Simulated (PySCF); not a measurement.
hydrogen chloride (ClH), SMILES Cl.

Geometry optimised at PBE0-D3(BJ)/def2-TZVPD.

Level of theory: PySCF with TDDFT-PBE/def2-TZVPD.

Vertical excitations; the highest root listed may be one member of a degenerate set. Gas-phase values at a fixed geometry. State labels are in the subgroup C2v.

```
state  symmetry  energy (eV)  λ (nm)      f                                     main pairs
-----  --------  -----------  ------  -----  ---------------------------------------------
S1           B1         7.28     170  0.026                   HOMO−1→LUMO (degenerate set)
S2           B2         7.28     170  0.026                     HOMO→LUMO (degenerate set)
S3           B1         9.09     136  0.000                 HOMO−1→LUMO+1 (degenerate set)
S4           B2         9.09     136  0.000                   HOMO→LUMO+1 (degenerate set)
S5           A1         9.25     134  0.000    HOMO−1→LUMO+2, HOMO→LUMO+3 (degenerate set)
S6           A2         9.25     134  0.000    HOMO−1→LUMO+3, HOMO→LUMO+2 (degenerate set)
S7           A2         9.30     133  0.000           HOMO→LUMO+2 50 %, HOMO−1→LUMO+3 50 %
S8           B1         9.50     131  0.128                 HOMO−1→LUMO+4 (degenerate set)
S9           B2         9.50     131  0.128                   HOMO→LUMO+4 (degenerate set)
S10          A1         9.64     129  0.002           HOMO→LUMO+3 48 %, HOMO−1→LUMO+2 48 %
T1           B1         6.72     184      0                   HOMO−1→LUMO (degenerate set)
T2           B2         6.72     184      0                     HOMO→LUMO (degenerate set)
T3           B1         8.85     140      0  HOMO−1→LUMO+1, HOMO−1→LUMO+4 (degenerate set)
T4           B2         8.85     140      0      HOMO→LUMO+1, HOMO→LUMO+4 (degenerate set)
```
Triplets are in the Tamm–Dancoff approximation, which puts them higher than full response would, so one can lie above its singlet here.
